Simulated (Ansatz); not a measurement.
Gas-phase reaction in SMILES: N[Si](O)(O)O → N[Si](O)O + [OH] (HO) (the O-Si bond breaks)

Wanted: bond dissociation energy (electronic), in kcal/mol. Conventions: frozen cores in correlated levels; spin-orbit terms left out; no dispersion term unless named; UHF or UKS for open shells; non-relativistic. Basis-set limits of correlation are two-point, X^-3; Hartree-Fock from the larger set. First-principles rows: single points at B3LYP-D3(BJ) geometries (Ansatz, a first-principles code).

| species | coefficient | E at HF/3-21G (Ansatz), Eh | E at PBE/def2-TZVPD (Ansatz), Eh |
|---|---|---|---|
| N[Si](O)(O)O | -1 | -567.98267 | -572.81018 |
| N[Si](O)O | +1 | -492.83747 | -496.91811 |
| [OH] (HO) | +1 | -74.97016 | -75.68445 |

Coupled cluster (Ansatz) is a level with limits of its own, used here on species with T1 under 0.025 (0.045 for open shells) and stable references: CCSD(T)/CBS(cc-pV(T+d)Z,cc-pV(Q+d)Z). Value to compare with, CCSD(T)/CBS(cc-pV(T+d)Z,cc-pV(Q+d)Z) (Ansatz): 141.2 kcal/mol. 1 Eh = 627.5095 kcal/mol.

**Question.** Compute it at each level from the table, and compare with CCSD(T)/CBS(cc-pV(T+d)Z,cc-pV(Q+d)Z) (Ansatz).

**Answer.** 
- HF/3-21G: the sum of coefficient times E is 0.17504 Eh, or 109.84 kcal/mol. Result: 109.8 kcal/mol. Its difference against CCSD(T)/CBS(cc-pV(T+d)Z,cc-pV(Q+d)Z) (Ansatz) is -31.4 kcal/mol.
- PBE/def2-TZVPD: the sum of coefficient times E is 0.20762 Eh, or 130.28 kcal/mol. Result: 130.3 kcal/mol. Its difference against CCSD(T)/CBS(cc-pV(T+d)Z,cc-pV(Q+d)Z) (Ansatz) is -10.9 kcal/mol.
